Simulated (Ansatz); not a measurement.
Ansatz (a first-principles code) input (CCSD(T)/aug-cc-pVDZ):

Ansatz 0.2 input:
```yaml
crystal:
  periodic: [false, false, false]
  atoms:
    - {symbol: C, position_ang: [1.22575544, 0.17309225, 0.00894148]}
    - {symbol: C, position_ang: [-0.03107836, 0.64387051, -0.00922939]}
    - {symbol: H, position_ang: [1.47813325, -0.91357007, 0.02636841]}
    - {symbol: H, position_ang: [2.10642756, 0.82312597, 0.00806544]}
    - {symbol: C, position_ang: [-1.09160938, -0.43922734, -0.00400391]}
    - {symbol: H, position_ang: [-0.69725428, -1.48823368, 0.01421419]}
    - {symbol: H, position_ang: [-1.76093960, -0.33173915, 0.86187210]}
    - {symbol: H, position_ang: [-1.74477312, -0.35599558, -0.88476921]}
basis:
  gaussian:
    orbitals: aug-cc-pVDZ
total_charge: -1
magnetization: {spin_polarized: false}
correlation: {method: ccsd_t, electrons: outside_noble_gas}
output: {forces: true}
```

End of the output:

```
densities: 1.14 GiB planned
second order -12.21568278 eV of doubles, -0.00000000 eV of singles
coupled cluster: 0.69 GiB planned
cycle   1  -12.71949708 eV  change   -5.0e-1 eV  update   1.0e-1
cycle   2  -13.06873798 eV  change   -3.5e-1 eV  update   3.4e-2
cycle   3  -13.18109304 eV  change   -1.1e-1 eV  update   2.8e-2
cycle   4  -13.19460201 eV  change   -1.4e-2 eV  update   1.3e-2
cycle   5  -13.18704911 eV  change    7.6e-3 eV  update   9.4e-3
cycle   6  -13.18735650 eV  change   -3.1e-4 eV  update   4.8e-3
cycle   7  -13.18772298 eV  change   -3.7e-4 eV  update   2.1e-3
cycle   8  -13.18745227 eV  change    2.7e-4 eV  update   9.7e-4
cycle   9  -13.18760983 eV  change   -1.6e-4 eV  update   4.5e-4
cycle  10  -13.18772611 eV  change   -1.2e-4 eV  update   1.7e-4
cycle  11  -13.18761632 eV  change    1.1e-4 eV  update   7.5e-5
cycle  12  -13.18764514 eV  change   -2.9e-5 eV  update   3.4e-5
cycle  13  -13.18765579 eV  change   -1.1e-5 eV  update   1.6e-5
cycle  14  -13.18766079 eV  change   -5.0e-6 eV  update   7.3e-6
cycle  15  -13.18766870 eV  change   -7.9e-6 eV  update   3.6e-6
perturbative correction -0.56118884 eV, -0.0206233097 hartree
the calculation of the forces begins
Total energy: -3181.60623283 eV, -116.9218724863 hartree
Atom 0 at     1.225755     0.173092     0.008941 Å, force     1.290737    -0.265291     0.015631 eV/Å
Atom 1 at    -0.031078     0.643871    -0.009229 Å, force    -1.070191     0.719482    -0.019897 eV/Å
Atom 2 at     1.478133    -0.913570     0.026368 Å, force     0.003505    -0.411679     0.005750 eV/Å
Atom 3 at     2.106428     0.823126     0.008065 Å, force     0.296491     0.245206    -0.000661 eV/Å
Atom 4 at    -1.091609    -0.439227    -0.004004 Å, force    -0.266861    -0.084549    -0.001296 eV/Å
Atom 5 at    -0.697254    -1.488234     0.014214 Å, force     0.231512    -0.278663     0.006013 eV/Å
Atom 6 at    -1.760940    -0.331739     0.861872 Å, force    -0.245766     0.042502     0.339620 eV/Å
Atom 7 at    -1.744773    -0.355996    -0.884769 Å, force    -0.239428     0.032993    -0.345159 eV/Å
Dipole moment:    -0.116946    -0.557406     0.006659 e Å
```

It need not be the lowest isomer of its formula. Whether it binds its extra electron was not tested at this geometry.
